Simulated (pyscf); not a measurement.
Optimised with ωB97X-D3(BJ)/def2-SVP in PySCF. Correlated levels are frozen-core, on RHF or UHF. ΔMP2 is the change of the MP2 total energy from the triple- to the quadruple-zeta basis.

How much does it cost (ΔH, 298 K, CCSD(T)/def2-TZVPP + ΔMP2(QZVPP)) to split F–Ge(Cl)(Cl)–Cl at its F–Ge bond into F• + Cl–Ge•(Cl)–Cl?

F–Ge to F• + Cl–Ge•(Cl)–Cl: 124.5 kcal/mol. The CCSD(T) − MP2 part came from Ansatz, without density fitting, on the same reference. The frozen core leaves the outer d or s,p core shells of the metals and heavy elements correlated in the MP2 and CC values, and def2-TZVPP describes them poorly, which can shift differences by a few kcal/mol. Left out: the spin-orbit lowering of F. Elements up to Kr have no core potential and no relativistic terms here.
